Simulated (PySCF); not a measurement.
From results back to the method.

Chlorothioborine, BClS.
InChI=1S/BClS/c2-1-3

The closed-shell ground state was solved 4 times with PySCF (density fitting, gas phase), always in the pcSseg-2 basis (122 functions), with these functionals: B97-2, KT3, PBE0 and wB97X-D. Isolated species at its PBE0-D3(BJ)/def2-TZVP geometry, gas phase.

| row | total energy (Eh) | HOMO (eV) | LUMO (eV) | dipole (D) |
| --- | --- | --- | --- | --- |
| P | -883.3355 | -10.11 | 0.82 | 1.76 |
| Q | -883.0251 | -8.29 | -0.97 | 1.69 |
| R | -883.4063 | -8.04 | -0.98 | 1.71 |
| S | -889.7332 | -7.18 | -1.81 | 1.63 |

Problem. Which functional belongs to which row?

Solution. P = wB97X-D, Q = PBE0, R = B97-2, S = KT3. By rising HOMO–LUMO gap: KT3 (GGA) 5.37 eV; B97-2 (global hybrid, 21 % exact exchange) 7.06 eV; PBE0 (global hybrid, 25 % exact exchange) 7.32 eV; wB97X-D (range-separated hybrid) 10.93 eV. Total energies of different functionals aren't bounds to one another; each is stationary for its own functional.

wB97X-D is run here without its empirical dispersion term; that term would change no orbital, density or response property at a fixed geometry.
